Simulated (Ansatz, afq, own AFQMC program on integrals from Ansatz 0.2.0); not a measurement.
# Atomization energy of SiCl₂, singlet

```
atom    x (Å)    y (Å)    z (Å)
  Cl   0.2952   1.6158   0.3401
  Si  -0.7742  -0.0105  -0.4243
  Cl   0.4791  -1.6053   0.0842
```

Connectivity, by distances: Cl–Si–Cl.

Atoms in their ground-state spins without spin–orbit coupling (mostly on UHF) minus the molecule (RHF), without zero-point energy. The geometry is a stationary point, not shown to be a minimum.

Basis def2-TZVP. Noble-gas cores (and the filled d shells of Ga–Kr and In–Xe) are frozen. Integrals, coupled cluster, full CI and functionals: Ansatz 0.2.0; the random walks run on the same integrals in our own AFQMC program. ph-AFQMC/CISD is guided by a CISD state made of CCSD amplitudes; releasing the constraint for a short imaginary time cuts its bias at the price of noise, slowly where states lie close. Error bars are statistical, one sigma. The errors of all members are added in quadrature.

No full CI on the walks' own integrals is used here; CCSDT(Q) serves as the reference and is uncertain by about the last step of the cluster series. Each member takes its own surest rung, up to full CI.

The best estimate is CCSD(T) at the basis-set limit (CBS: def2-TZVPP and def2-QZVPP, with their diffuse functions for anions and beside diffuse sets, CCSD(T) itself extrapolated) plus the step from CCSD(T) to CCSDT(Q) in def2-TZVP. Rows without CBS are in def2-TZVP; B2PLYP and the wave-function rows carry a basis error of their own. Core correlation and relativity beyond core potentials are missing, and ± holds the sampling alone.

Cautions: SiCl₂ (singlet): restricted determinant unstable towards unrestricted (UHF 5 meV lower, ⟨S²⟩ 0.09), its ph-AFQMC/CISD value lies 17 ± 6 meV above CCSDT(Q); other spins of the molecule weren't checked.

```json
{"level": "MP2", "atomization energy (kcal/mol)": "206.6"}
{"level": "B3LYP", "atomization energy (kcal/mol)": "200.2"}
{"level": "HF", "atomization energy (kcal/mol)": "144.5"}
```

**Question.** From these cheaper values, estimate the atomization energy at the level of the best estimate.

**Answer.** 208.3 kcal/mol (best estimate, highest rung CCSDT(Q)).

```csv
level,atomization energy (kcal/mol),error against the best estimate (kcal/mol)
CCSD,190.4,-17.8
CCSD(T),196.7,-11.6
CCSDT,196.2,-12.1
CCSDT(Q),196.8,-11.5
ph-AFQMC/CISD,196.9 ± 0.2,-11.4 ± 0.2
released AFQMC,196.9 ± 0.3,-11.3 ± 0.3
HF/CBS,145.3,-63.0
MP2/CBS,217.2,8.9
CCSD(T)/CBS,208.2,-0.1
PBE,211.9,3.6
r2SCAN,208.3,0.0
PBE0,205.7,-2.6
wB97M-V,212.2,3.9
B2PLYP,201.8,-6.4
```

Correlation beyond CCSD(T) adds 0.1 kcal/mol. Going to the basis-set limit adds 11.5 kcal/mol at CCSD(T). The perturbative (T) step is worth +6.3 kcal/mol. The functionals spread over 12.0 kcal/mol; r2SCAN comes nearest and B3LYP is 8.1 kcal/mol too low.

Best estimates are given only where the step beyond CCSD(T) is under 0.3 eV and no member's determinant is very poor (T1 over 0.05, or 0.07 for open shells, ⟨S²⟩ too high by 0.3, two states mixed), so the hardest cases are missing from such tables.

The functionals ran in a triple-zeta set and keep a basis error of their own, a few kJ/mol for each bond in atomization energies and more for double hybrids, so close places among them and the extrapolated levels can swap.

CCSDT and higher add their correlation energy to the determinant of the CCSD(T) run, since their own runs factorise the integrals more tightly (a shift of under 2 meV). Each member of a difference takes its own highest rung, so a best estimate needn't equal the limit plus the step of one row. A walk keeps the symmetry of its determinant, which the program's search chose and which needn't be the lowest solution, so a lower state of the same spin and another symmetry isn't excluded. Released energies are given only where the last usable release times agree within the noise; a slower fall can still hide under it.
